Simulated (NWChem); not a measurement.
# Basis-set dependence for H3Si

SMILES: [SiH3]
```xyz
4

Si    -0.0007     0.0804     0.0000
H      1.4375    -0.3636     0.0000
H     -0.7142    -0.3810     1.2423
H     -0.7142    -0.3810    -1.2423
```
Charge 0, spin multiplicity 2.

Everything below was run with NWChem. The geometry was optimised at UPBE/def2-SVP, a minimum by its harmonic frequencies.

Hartree-Fock energies in Ha, correlation energies in mHa.

The correlated methods keep 5 core orbitals frozen. The Pople sets run with spherical d functions. The structure started from a generated list of species. The unpaired electrons of the parent sit in orbitals of symmetry a' (Cs labels of the run); other states weren't searched. No SCF solution was tested for a lower state. Open-shell Hartree-Fock references start from PBE0 orbitals. Coupled-cluster values serve here as a point of comparison, not as the truth.

```tsv
basis	functions	UHF	UMP2	SCS-UMP2	CCSD on ROHF	CCSD[T] on ROHF	CCSD(T) on ROHF	CCSD on UHF	CCSD[T] on UHF	CCSD(T) on UHF	CCSDT on ROHF
6-31G*	24	-290.60414	-68.5	-74.5	-92.4	-94.3	-94.2	-91.1	-93.0	-92.9	-94.8
def2-SVP	33	-290.53341	-93.6	-102.6	-120.9	-123.3	-123.2	-119.6	-121.8	-121.7	-123.7
def2-TZVP	55	-290.63597	-107.2	-117.0	-136.4	-139.9	-139.8	-134.9	-138.2	-138.1	not run
def2-QZVP	160	-290.64561	-124.7	-137.0	not run	not run	not run	not run	not run	not run	not run
```

From def2-TZVP to def2-QZVP the Hartree-Fock energy moves by -9.6 mHa and the UMP2 correlation energy by -17.5 mHa, which is 14 % of its value in the larger set.
